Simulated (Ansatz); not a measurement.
CH₅AlN (`[CH3][Al][NH2]`) radical. Total charge 0; spin multiplicity 2.

```xyz
8

C     0.0273    1.4016    0.1598
Al    0.3553   -0.1826   -0.9637
N    -0.0038   -1.7773   -0.2650
H    -0.1238    1.1060    1.2028
H    -0.8689    1.9305   -0.1790
H     0.8581    2.1101    0.1168
H     0.1102   -2.6575   -0.7408
H    -0.3544   -1.9308    0.6691
```

What are the harmonic wavenumbers in cm⁻¹ at PBE0-D4/def2-TZVP (Ansatz, finite differences of forces, unscaled)? (An estimate is asked.)

The calculation gave: 15, 182, 332, 415, 569, 591, 628, 711, 808, 1189, 1429, 1442, 1559, 3034, 3119, 3130, 3584, 3685.
